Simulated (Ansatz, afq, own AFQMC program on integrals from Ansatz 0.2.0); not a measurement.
# C₂H, doublet: AFQMC among the cluster methods

```xyz
3

C     0.0000    0.0000    0.0447
C     0.0000    0.0000   -1.1555
H     0.0000    0.0000    1.1107
```

Connectivity, by distances: CH–C.

Basis 6-31G. Noble-gas cores (and the filled d shells of Ga–Kr and In–Xe) are frozen. AFQMC by an in-house program on the Cholesky factors that Ansatz 0.2.0 writes for its CCSD(T) run. ph-AFQMC/CISD is guided by a CISD state made of CCSD amplitudes; releasing the constraint for a short imaginary time cuts its bias at the price of noise, slowly where states lie close. Error bars are statistical, one sigma.

Determinant: ROHF, the one that the program's search chose, which needn't be the lowest solution. The geometry is a point of a scan.

Full CI on the same integrals is exact in this basis and with this determinant's frozen core.

Cautions: a spin-contaminated unrestricted determinant lies lower (UHF 530 meV lower, ⟨S²⟩ 1.20); the released energies have errors that jump between times, so the bars are unsure, so no released level is given (meV from the phaseless value at times in 1/Eh: -3 ± 3 at 0.24, 37 ± 43 at 0.51, -34 ± 22 at 0.99, -17 ± 3 at 1.62, -17 ± 4 at 2.40), though the last usable value meets full CI within the noise; the ph-AFQMC/HF walk drifts between its halves (2.5 errors).

The T1 diagnostic is 0.0302, the weight of the determinant in the CISD state is 0.875 and the size of the correlated space is 9 electrons in 18 orbitals.

Reference: full CI, correlation energy -5.259 eV.

| level | E − E(reference) (kcal/mol) | share of correlation (%) |
| --- | --- | --- |
| HF | 121.29 | 0.00 |
| MP2 | 16.32 | 86.54 |
| CCSD | 4.51 | 96.28 |
| CCSD(T) | 0.90 | 99.26 |
| CCSDT | 0.66 | 99.45 |
| CCSDT(Q) | 0.02 | 99.98 |
| CCSDTQ | 0.07 | 99.94 |
| ph-AFQMC/HF | 6.95 ± 0.56 | 94.27 |
| ph-AFQMC/CISD | 0.58 ± 0.10 | 99.52 |

CCSDT and higher add their correlation energy to the determinant of the CCSD(T) run, since their own runs factorise the integrals more tightly (a shift of under 2 meV). A walk keeps the symmetry of its determinant, which the program's search chose and which needn't be the lowest solution, so a lower state of the same spin and another symmetry isn't excluded.
